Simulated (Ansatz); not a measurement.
Program: Ansatz.

input.yaml

```yaml
crystal:
  periodic: [false, false, false]
  atoms:
    - { symbol: H, position_ang: [-0.6298, -0.6037, -0.1133] }
    - { symbol: "N", position_ang: [0.0575, -1.2787, 0.8212] }
    - { symbol: C, position_ang: [0.8653, -0.3464, 1.5461] }
    - { symbol: C, position_ang: [-1.1621, 0.161, -1.1467] }
    - { symbol: C, position_ang: [-0.4978, 1.189, -1.5972] }
    - { symbol: H, position_ang: [0.6506, -1.8908, 0.2631] }
    - { symbol: H, position_ang: [1.4196, -0.8894, 2.3209] }
    - { symbol: H, position_ang: [0.2144, 0.3794, 2.0342] }
    - { symbol: H, position_ang: [1.606, 0.1906, 0.934] }
    - { symbol: H, position_ang: [-2.1179, -0.2082, -1.466] }
    - { symbol: H, position_ang: [-0.8697, 1.8223, -2.3964] }
    - { symbol: H, position_ang: [0.4638, 1.475, -1.1999] }
magnetization:
  spin_polarized: true
  initial_magnetization: 1
basis:
  gaussian: { orbitals: "6-31G*" }
hamiltonian:
  xc: r2scan
  dispersion: d4
neb:
  order_check: false
  images: 5
  f_tol: 0.05
  max_iterations: 60
  final_atoms:
    - { symbol: H, position_ang: [-0.6298, -0.6037, -0.1133] }
    - { symbol: "N", position_ang: [0.0575, -1.2787, 0.8212] }
    - { symbol: C, position_ang: [0.8653, -0.3464, 1.5461] }
    - { symbol: C, position_ang: [-1.1621, 0.161, -1.1467] }
    - { symbol: C, position_ang: [-0.4978, 1.189, -1.5972] }
    - { symbol: H, position_ang: [0.6506, -1.8908, 0.2631] }
    - { symbol: H, position_ang: [1.4196, -0.8894, 2.3209] }
    - { symbol: H, position_ang: [0.2144, 0.3794, 2.0342] }
    - { symbol: H, position_ang: [1.606, 0.1906, 0.934] }
    - { symbol: H, position_ang: [-2.1179, -0.2082, -1.466] }
    - { symbol: H, position_ang: [-0.8697, 1.8223, -2.3964] }
    - { symbol: H, position_ang: [0.4638, 1.475, -1.1999] }
  initial_path:
    images:
      - { positions_ang: [[-0.6298, -0.6037, -0.1133], [0.0575, -1.2787, 0.8212], [0.8653, -0.3464, 1.5461], [-1.1621, 0.161, -1.1467], [-0.4978, 1.189, -1.5972], [0.6506, -1.8908, 0.2631], [1.4196, -0.8894, 2.3209], [0.2144, 0.3794, 2.0342], [1.606, 0.1906, 0.934], [-2.1179, -0.2082, -1.466], [-0.8697, 1.8223, -2.3964], [0.4638, 1.475, -1.1999]] }
      - { positions_ang: [[-0.6298, -0.6037, -0.1133], [0.0575, -1.2787, 0.8212], [0.8653, -0.3464, 1.5461], [-1.1621, 0.161, -1.1467], [-0.4978, 1.189, -1.5972], [0.6506, -1.8908, 0.2631], [1.4196, -0.8894, 2.3209], [0.2144, 0.3794, 2.0342], [1.606, 0.1906, 0.934], [-2.1179, -0.2082, -1.466], [-0.8697, 1.8223, -2.3964], [0.4638, 1.475, -1.1999]] }
      - { positions_ang: [[-0.6298, -0.6037, -0.1133], [0.0575, -1.2787, 0.8212], [0.8653, -0.3464, 1.5461], [-1.1621, 0.161, -1.1467], [-0.4978, 1.189, -1.5972], [0.6506, -1.8908, 0.2631], [1.4196, -0.8894, 2.3209], [0.2144, 0.3794, 2.0342], [1.606, 0.1906, 0.934], [-2.1179, -0.2082, -1.466], [-0.8697, 1.8223, -2.3964], [0.4638, 1.475, -1.1999]] }
      - { positions_ang: [[-0.6298, -0.6037, -0.1133], [0.0575, -1.2787, 0.8212], [0.8653, -0.3464, 1.5461], [-1.1621, 0.161, -1.1467], [-0.4978, 1.189, -1.5972], [0.6506, -1.8908, 0.2631], [1.4196, -0.8894, 2.3209], [0.2144, 0.3794, 2.0342], [1.606, 0.1906, 0.934], [-2.1179, -0.2082, -1.466], [-0.8697, 1.8223, -2.3964], [0.4638, 1.475, -1.1999]] }
      - { positions_ang: [[-0.6298, -0.6037, -0.1133], [0.0575, -1.2787, 0.8212], [0.8653, -0.3464, 1.5461], [-1.1621, 0.161, -1.1467], [-0.4978, 1.189, -1.5972], [0.6506, -1.8908, 0.2631], [1.4196, -0.8894, 2.3209], [0.2144, 0.3794, 2.0342], [1.606, 0.1906, 0.934], [-2.1179, -0.2082, -1.466], [-0.8697, 1.8223, -2.3964], [0.4638, 1.475, -1.1999]] }
      - { positions_ang: [[-0.6298, -0.6037, -0.1133], [0.0575, -1.2787, 0.8212], [0.8653, -0.3464, 1.5461], [-1.1621, 0.161, -1.1467], [-0.4978, 1.189, -1.5972], [0.6506, -1.8908, 0.2631], [1.4196, -0.8894, 2.3209], [0.2144, 0.3794, 2.0342], [1.606, 0.1906, 0.934], [-2.1179, -0.2082, -1.466], [-0.8697, 1.8223, -2.3964], [0.4638, 1.475, -1.1999]] }
      - { positions_ang: [[-0.6298, -0.6037, -0.1133], [0.0575, -1.2787, 0.8212], [0.8653, -0.3464, 1.5461], [-1.1621, 0.161, -1.1467], [-0.4978, 1.189, -1.5972], [0.6506, -1.8908, 0.2631], [1.4196, -0.8894, 2.3209], [0.2144, 0.3794, 2.0342], [1.606, 0.1906, 0.934], [-2.1179, -0.2082, -1.466], [-0.8697, 1.8223, -2.3964], [0.4638, 1.475, -1.1999]] }
```

Launched with:

```bash
$ ansatz run input.yaml --threads 2 --pin off --max-ram 3072MiB --backend cpu --events-out ev --progress --plain --runs-dir out
```

**Question.** What happens?

**Answer.** The program refused the input.

```
Error: invalid value for `neb.final_atoms`: is identical to crystal.atoms — the two endpoints must differ for a path to exist
```
